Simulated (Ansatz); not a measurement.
Two isomers of C5H10O: A = `CC(=O)C(C)C`, B = `C=COCCC`.

Calculated with Ansatz (gas phase, PBE0-D4/def2-TZVP geometries, no zero-point term in ΔE). CCSD(T)/CBS is the MP2 limit (def2-TZVPP, def2-QZVPP) plus CCSD(T) − MP2 in def2-TZVPP, frozen cores. DFT in def2-TZVPP. B3LYP here is the variant with VWN-RPA as its local correlation; programs differ in this. One conformer a species, not always the lowest.

A:

Z-matrix (Å, degrees):
```
C
C 1 1.507
H 1 1.092 2 111.8
H 1 1.088 2 109.6 3 122.6
H 1 1.094 2 109.3 3 -118.2
O 2 1.207 1 121.2 3 -136.6
C 2 1.519 1 118.0 3 42.5
C 7 1.528 2 109.1 1 -80.1
C 7 1.522 2 113.2 1 44.5
H 7 1.094 2 105.0 1 163.9
H 8 1.093 7 110.1 2 -175.5
H 8 1.092 7 111.3 2 -55.7
H 8 1.094 7 111.4 2 65.3
H 9 1.093 7 111.8 2 55.8
H 9 1.093 7 111.6 2 -65.4
H 9 1.092 7 110.0 2 175.4
```

B:

```xyz
16

C     2.643   -0.902   -0.259
C     1.990   -0.251   -1.218
O     0.732    0.219   -1.194
C    -0.006    0.006   -0.008
C    -1.380    0.605   -0.181
C    -2.237    0.412    1.058
H     2.211   -1.140    0.703
H     3.661   -1.213   -0.445
H     2.455   -0.029   -2.173
H     0.518    0.469    0.839
H    -0.072   -1.072    0.193
H    -1.858    0.143   -1.050
H    -1.274    1.669   -0.409
H    -3.228    0.849    0.922
H    -1.784    0.885    1.933
H    -2.372   -0.649    1.288
```

(1) Which isomer does CCSD(T)/CBS put lower? Give the gap. (An estimate is asked.)

(2) Give E(B) − E(A) in kJ/mol with CCSD(T)/def2-TZVPP, HF/def2-TZVPP, ωB97M-V, MP2/def2-TZVPP, B3LYP, r2SCAN-D4, B2PLYP. (Best estimate.)

Largest T1 diagnostic: 0.012.

Results:

(1) Ansatz gave: A, by 94.5 kJ/mol.

(2) The calculation gave: CCSD(T)/def2-TZVPP 96.2, HF/def2-TZVPP 91.1, ωB97M-V 95.3, MP2/def2-TZVPP 102.3, B3LYP 84.6, r2SCAN-D4 94.2, B2PLYP 91.6. None reverses the order clearly.

The D4 term adds +5.9 kJ/mol with B3LYP and +3.3 kJ/mol with PBE0; it sums over pairs of atoms, weighted by their polarisabilities, and B3LYP, whose exchange is more repulsive, gets the larger term. In def2-TZVPP, CCSD(T) changes the Hartree–Fock value by +5.1 kJ/mol (the triples alone add +0.6 kJ/mol) and MP2 by +11.3 kJ/mol.
